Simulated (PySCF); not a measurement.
Bonds broken one at a time in the series Si OH-H. All species are isolated molecules in the gas phase. One relaxed conformer stands for each flexible species; it need not be the lowest. Strings in code marks are SMILES. All members: neutral, multiplicity 1. Level: PBE0-D4/def2-TZVP (PySCF), beside PBE-D3(BJ)/def2-TZVP // PBE0-D4/def2-TZVP (PySCF) at the same geometries. 

| species | HOMO–LUMO gap, PBE (eV) | HOMO–LUMO gap, PBE0-D4 (eV) |
|---|---|---|
| `O[SiH3]` | 6.38 | 8.77 |
| `O[Si](O)(O)O` | 6.91 | withheld |
| `O[SiH2]O` (H–O–Si–O torsion -66°, O–Si–O–H torsion -66°) | 7.02 | 9.41 |
| `O[SiH](O)O` | 7.18 | 9.66 |
| `[SiH4]` | 8.74 | 10.93 |

Q: Fit y = a + b·x, y being the HOMO–LUMO gap at the first level, to the 4 complete rows by least squares, with x = the PBE value in eV. Give a, b and the rms residual, and predict the withheld value.

A: Means of the 4 rows: x̄ = 7.33, ȳ = 9.6925 eV. Σ(x − x̄)² = 3.0092 and Σ(x − x̄)(y − ȳ) = 2.7137, so b = 0.902 and a = ȳ − b·x̄ = 3.081 eV. The rms residual is 0.063 eV. At x = 6.91 the line gives 9.31 eV. The run for `O[Si](O)(O)O` gave 9.60 eV, so the line is off by 0.29 eV, more than twice the rms residual.

Codes: PySCF.
